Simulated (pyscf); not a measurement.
Optimised with ωB97X-D3(BJ)/def2-SVP in PySCF.

Problem. Estimate the classical barrier height and the reaction energy of HO–Bi(OH)–OH + O=CH–OH → O=CH–O–Bi(OH)–OH + H₂O at ωB97M-D3(BJ)/def2-TZVP. The step runs on the singlet surface, breaks Bi–O, H–O and forms Bi–O, H–O; take the separated reactants as zero.

Solution. ΔE‡ = -21.3 kJ/mol, ΔE = -27.2 kJ/mol. Zero-point energy shifts the barrier by -2.5 kJ/mol. It is a concerted two-bond exchange, with an imaginary mode of 373i cm⁻¹. On the reactant side the descent ends in a bound adduct, 68.2 kJ/mol under the separated species and 42.3 kJ/mol under the saddle at ωB97X-D3(BJ)/def2-TZVP. On the product side the descent ends in an adduct with a Bi–O contact (not fully relaxed), 50.1 kJ/mol under the separated species and 56.7 kJ/mol under the saddle at ωB97X-D3(BJ)/def2-TZVP. At ωB97M-D3(BJ) the saddle lies under the separated reactants, which points to a path from their complex (located at ωB97X-D3(BJ) alone). What is counted as broken (Bi–O) persists as a longer contact in the product adduct; parting that adduct is a step of its own. This is the saddle that the search found; another between the same sides may lie lower. Elements past Kr carry the def2 core potentials, without spin-orbit coupling.
